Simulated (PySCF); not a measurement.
# The bond of BH, level by level

The task here is to estimate one member of a computed series from the others.

Computed with PySCF 2.14.0. Level: B 6-31G(d,p), H 6-31G(d,p), no relativity.

The first run:

The job is set up so:

```json
{"atoms": "B, H", "charge": "0", "basis": "B 6-31G(d,p), H 6-31G(d,p)", "Hamiltonian": "no relativity", "basis functions": "19", "electrons treated": "6", "masses in u": "11.0093, 1.0078", "levels": "PBE0, PBE, r²SCAN, PBEsol, TPSS, TPSSh, HF, MP2, SCS-MP2, CCSD, CCSD(T)", "grid": "80 radial by 434 angular points", "occupations": "held fixed by the projection of orbital angular momentum", "dissociation limit": "B + H, each in its ground configuration", "starting distance in angstrom": "1.135", "values of 2S to try": "0, 2"}
```

The run is started by

```
> OMP_NUM_THREADS=1 python dia.py task.json out
```

Steps of the session up to this table: The job; First curve: PBE0; Higher solutions at PBE0; PBE (GGA); r²SCAN (meta-GGA); PBEsol (GGA); TPSS (meta-GGA); TPSSh (hybrid meta-GGA); RHF (mean field); Adding correlation.

One of the session's tables, all rows but one given; the rest of the session is left out.

Energy (eV) from each level's lowest point:

```
R (Å)    RHF  RHF-MP2  RHF-SCS-MP2  RHF-CCSD  RHF-CCSD(T)
1.076  0.310    0.312        0.312       n/a          n/a
1.126  0.125    0.127        0.127     0.137        0.138
1.176  0.028    0.029        0.029     0.034        0.035
1.214  0.000    0.000        0.000     0.002        0.002
1.251  0.004    0.003        0.003     0.000        0.000
1.288  0.034    0.032        0.031     0.024        0.023
1.339  0.107    0.102        0.101     0.086        0.085
1.401      ?        ?            ?         ?            ?
1.476  0.440    0.425        0.421     0.380        0.377
1.576  0.752    0.727        0.720       n/a          n/a
```

Estimate the missing values for R (Å) = 1.401.

Worked estimate for «RHF». A straight line through the neighbours (1.339, 0.107) and (1.476, 0.440) gives 0.107 + (0.440 − 0.107) × (1.401 − 1.339) / (1.476 − 1.339) = 0.258; a parabola fitted to 4 rows on both sides gives 0.243.

As computed: RHF: 0.239; RHF-MP2: 0.230; RHF-SCS-MP2: 0.228; RHF-CCSD: 0.203; RHF-CCSD(T): 0.201. In «RHF» the line misses by +0.019 and the parabola by +0.004.

Limits of these values: Lowest PBE0 solution found, without spin–orbit coupling: ¹Σ⁺ (singlet), closed shell. Warnings in the runs' records: inverted.
